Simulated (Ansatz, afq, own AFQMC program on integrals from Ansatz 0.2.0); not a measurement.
Integrals from Ansatz 0.2.0, then the random walk in our own AFQMC program (afq).

```yaml
crystal:
  periodic: [false, false, false]
  atoms:
    - {symbol: In, position_ang: [0.000000, 0.000000, 0.000000]}
    - {symbol: H, position_ang: [0.000000, 0.000000, -1.665400]}
    - {symbol: H, position_ang: [0.000000, 0.000000, 1.665400]}
basis:
  gaussian: {orbitals: def2-TZVPP}
total_charge: 1
magnetization: {spin_polarized: false}
correlation: {method: ccsd_t, electrons: outside_noble_gas, hamiltonian_folder: ham}
```

```sh
$ ansatz run in.yaml --threads 1 --pin off --events-out ev --progress --plain --max-ram 1843MiB
```

afq runs on the folder ham with

```
--method phaseless --trial cisd --walkers 60 --populations 1 --least-time 40 --time-step 0.005 --steps-per-block 50 --equilibration-blocks 28 --max-blocks 300 --target-error 0.00024 --factor-cut 1e-05 --seed 813 --release-times 0.24,0.51,0.99,1.62,2.4 --release-step 0.03 --release-every 4 --taylor-order 6
```

Times are imaginary, in 1/Eh. The walk had a cap of 1947 s. Filled inner d shells are frozen with the cores. Core potentials past Kr, no spin–orbit coupling.

```
orbitals 69  electrons 2 2  factors 539 of 639
reference energy -190.09818298 Eh
CCSD correlation -0.07055139 Eh in 9 cycles, weight of the determinant in the CISD state 0.9503
energy of the start -190.168734 Eh
 block  time / (1/Eh)  mean weight  energy / Eh
     1     0.250  1.0007  -190.168562
     2     0.500  1.0007  -190.168671
     3     0.750  0.9980  -190.168703
     4     1.000  0.9999  -190.168887
     5     1.250  0.9993  -190.169021
    10     2.500  1.0007  -190.169212
    29     7.250  1.0004  -190.169227
    49    12.250  0.9981  -190.169326
    69    17.250  1.0007  -190.169280
    81    20.250  0.9995  -190.172119
    89    22.250  0.9995  -190.170368
   109    27.250  0.9991  -190.169468
   129    32.250  0.9998  -190.169754
   149    37.250  1.0006  -190.169977
   169    42.250  0.9971  -190.168747
   185    46.250  0.9991  -190.169229
blocks merged  error / Eh  count
     1  0.000066  160
     2  0.000090  80
     4  0.000118  40
     8  0.000148  20
    16  0.000182  10
released: time / (1/Eh)  energy / Eh  error  mean overlap
  0.24  -190.169906  0.000138  0.9962
  0.51  -190.169802  0.000112  0.9852
  0.99  -190.169831  0.000084  0.9762
  1.62  -190.169846  0.000080  0.9726
  2.40  -190.169784  0.000055  0.9754
energy -190.169874 +/- 0.000148 Eh
(rows thinned)
```

(1) Estimate how long the walk took on 1 thread of Arm Neoverse V1, on a shared host.

The run passed its tests (sampling time, drift between the halves within three errors, error under three times the target), which doesn't prove that it has relaxed.

Against this walk (error 4.0 meV) on the same determinant: CCSD(T) 11.0 meV higher, CCSDT(Q) 4.4 meV higher (within the noise), full CI 4.2 meV higher (within the noise). The error is statistical and leaves out the bias of the constraint. Released to 2.40 1/Eh the energy moves by 2 ± 4 meV (both errors), within twice the noise.

Cautions: constraint bias not in the error; no spin-orbit coupling; inner d shell frozen.

Results:

(1) 5.4 min of wall time.

CCSDT and higher add their correlation energy to the determinant of the CCSD(T) run, since their own runs factorise the integrals more tightly (a shift of under 2 meV). A walk keeps the symmetry of its determinant, which the program's search chose and which needn't be the lowest solution, so a lower state of the same spin and another symmetry isn't excluded.
